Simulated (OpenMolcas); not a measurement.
## AlO (oxoaluminum): the energy, rung by rung

AlO has 2 atoms, charge 0, and is taken as a doublet. SMILES: `[O]=[Al]`. The shape comes from GFN2-xTB, which is rough for such elements, and wasn't checked as a minimum.

```xyz
2

O     0.0000    0.0000    0.0000
Al    0.0000    0.0000    1.5700
```

Each level gives the energy change with the O1–Al2 bond stretched from 1.570 to 2.430 Å (eV). The values are calculated.

| level | kind | program | value (eV) | less FCI/STO-3G |
| --- | --- | --- | --- | --- |
| ROHF/STO-3G | Hartree–Fock | OpenMolcas | 2.21 | -0.62 |
| UHF/STO-3G | Hartree–Fock | OpenMolcas | 1.78 | -1.05 |
| USVWN5/STO-3G | LDA | OpenMolcas | 3.42 | +0.59 |
| UPBE/STO-3G | GGA | OpenMolcas | 2.91 | +0.08 |
| U-r2SCAN/STO-3G | meta-GGA | OpenMolcas | 2.89 | +0.06 |
| UB3LYP/STO-3G | global hybrid | OpenMolcas | 2.74 | -0.09 |
| UPBE0/STO-3G | global hybrid | OpenMolcas | 2.79 | -0.04 |
| CASPT2(3,3)/STO-3G | multireference | OpenMolcas | 2.11 | -0.72 |
| ROCCSD(T)/STO-3G | coupled cluster or CI | OpenMolcas | 2.81 | -0.02 |
| FCI/STO-3G | exact in the basis | OpenMolcas | 2.83 | 0.00 |

FCI/STO-3G is exact within its basis and frozen core, so for wave-function methods in that basis the difference is their error; functionals converge differently with the basis, so for them it is only a difference. The first shape isn't each level's own minimum. The values span 1.78 to 3.42 eV. Spin contamination of the reference (⟨S²⟩ at least 0.1 too high) touches UHF/STO-3G. All rows use very small basis sets, so even the best lies far from the true value.
